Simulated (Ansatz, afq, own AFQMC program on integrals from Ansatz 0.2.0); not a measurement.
## Where AFQMC and coupled cluster stand for SiN, quartet

```xyz
2

Si    0.0000    0.0000    0.0000
N     0.0000    0.0000    1.8891
```

Basis 6-31G. Noble-gas cores (and the filled d shells of Ga–Kr and In–Xe) are frozen. AFQMC by an in-house program on the Cholesky factors that Ansatz 0.2.0 writes for its CCSD(T) run. ph-AFQMC/CISD is guided by a CISD state made of CCSD amplitudes; releasing the constraint for a short imaginary time cuts its bias at the price of noise, slowly where states lie close. Uncertainties: one standard error, sampling alone.

Determinant: ROHF, the one that the program's search chose, which needn't be the lowest solution. The geometry is a point of a scan.

Full CI on the same integrals is exact in this basis and with this determinant's frozen core.

Cautions: lower spins were not checked; a spin-contaminated unrestricted determinant lies lower (UHF 305 meV lower, ⟨S²⟩ 4.26); the search met a lower determinant of the same kind, perhaps of another symmetry (828 meV lower), and this one is a saddle point; strong correlation (T1 0.076, weight of the determinant 0.76, largest double 0.22); (T) is large, 7 % of the CCSD correlation; CCSD(T) is in doubt: in a space of 9 electrons in 9 natural orbitals full CI lies 230 meV below it; the CCSDT(Q) amplitudes may be one of several solutions (largest double 0.79); the CCSDTQ amplitudes may be one of several solutions (largest double 0.85); the released energies have errors that jump between times, so the bars are unsure, so no released level is given (meV from the phaseless value at times in 1/Eh: -556 ± 558 at 0.24, -23 ± 4 at 0.51, -93 ± 67 at 0.99, -51 ± 4 at 1.62, -68 ± 4 at 2.40); the determinant fills πx and πy unequally, so it mixes two states of the linear molecule, and each level undoes that mixture to a different degree, while full CI gives the lower state.

```
T1 diagnostic                               : 0.0759
weight of the determinant in the CISD state : 0.761
size of the correlated space                : 9 electrons in 16 orbitals
```

Reference: full CI, correlation energy -4.097 eV. The cautions show a poor starting determinant, so the rows tell how each method copes with it here, and full CI is the sure value.

```tsv
level	E − E(reference) (kJ/mol)	share of correlation (%)
HF	395.3	0.00
MP2	140.6	64.43
CCSD	55.4	86.00
CCSD(T)	31.7	91.99
CCSDT	5.9	98.51
CCSDT(Q)	-3.3	100.84
CCSDTQ	0.2	99.94
ph-AFQMC/HF	52.1 ± 2.2	86.81
ph-AFQMC/CISD	31.2 ± 0.5	92.11
```

CCSDT and higher add their correlation energy to the determinant of the CCSD(T) run, since their own runs factorise the integrals more tightly (a shift of under 2 meV).
